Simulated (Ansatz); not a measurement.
**Si₂H₃+ (singlet): wave-function methods side by side, cc-pVDZ**

The task here is to estimate one member of a computed series from the others.

Computed with Ansatz 0.2.0, Gaussian basis. Level: cc-pVDZ, core rule «outside noble gas», up to 10 orbitals frozen.

The runs, in order: UHF; CCSD(T) on RHF; CCSD(T) on UHF; BCCD(T) on RHF; CISD; CCSDT(Q) on RHF; CCSDT(Q) on UHF.

20 further runs of the same task are left out: 9 that didn't finish, 11 set aside as unsound or not needed.

### The system

The geometry is a PBE0/def2-TZVP stationary point (not a proven minimum) of the parent state, kept for this charge and spin.

5 atoms, charge 1, spin multiplicity 1.

Atoms are counted from 1 here; the program's logs count them from 0.

Bond lengths: Si1–Si2 2.368 Å, Si1–H3 1.491 Å, Si1–H4 1.501 Å, Si1–H5 1.491 Å. Angles: Si2–Si1–H3 116.7°, Si2–Si1–H4 99.3°, Si2–Si1–H5 116.7°, H3–Si1–H4 107.5°, H3–Si1–H5 108.0°, H4–Si1–H5 107.5°.

Geometry (Å):

```xyz
5
H3Si2
Si    0.0051    0.0000    1.0965
Si    0.0071    0.0000   -1.2715
H     0.5687    1.2062    1.7682
H    -1.4762    0.0000    1.3384
H     0.5687   -1.2062    1.7682
```

The first run:

in.yaml reads:

```yaml
crystal:
  periodic: [false, false, false]
  atoms:
    - {symbol: Si, position_ang: [0.005068, 0.000000, 1.096519]}
    - {symbol: Si, position_ang: [0.007092, 0.000000, -1.271468]}
    - {symbol: H, position_ang: [0.568683, 1.206193, 1.768182]}
    - {symbol: H, position_ang: [-1.476221, -0.000005, 1.338443]}
    - {symbol: H, position_ang: [0.568691, -1.206189, 1.768182]}
basis:
  gaussian: {orbitals: cc-pVDZ}
total_charge: 1
magnetization: {spin_polarized: true, initial_magnetization: 0}
hamiltonian: {xc: hf}
output: {orbitals: {seedname: orbitals}}
```

Run with:

```bash
$ ansatz run in.yaml --threads 1 --pin off --events-out ev --progress --plain --max-ram 2393MiB
```

Among the steps run: UHF; CCSD(T) on RHF; CCSD(T) on UHF; BCCD(T) on RHF; CISD; CCSDT(Q) on RHF; CCSDT(Q) on UHF.

One table of the session follows, with a row left open; its other results are not shown here.

It belongs to the step «Misses and costs». 

| method | from RCCSDT(Q) (meV) |
| --- | --- |
| RHF | +5680.1 |
| UHF | +5599.1 |
| RMP2 | +1438.7 |
| UMP2 | +1601.1 |
| CISD | +678.1 |
| RCCSD | +187.3 |
| UCCSD | +193.7 |
| RCCSD(T) | +42.6 |
| UCCSD(T) | +44.7 |
| BCCD(T) | ? |
| RCCSDT | +8.0 |
| UCCSDT | +9.1 |
| RCCSDT(Q) | 0 |
| UCCSDT(Q) | +0.1 |

**Question.** Estimate the row for BCCD(T).

As computed: from RCCSDT(Q) (meV): +41.9. In the column «from RCCSDT(Q) (meV)» it lies between UCCSDT (+9.1) and RCCSD(T) (+42.6).

Caveats from the session: Restricted and unrestricted rows rest on different reference determinants; where their highest levels disagree by more than a few hundredths of an eV, they describe different states and don't form one ladder.
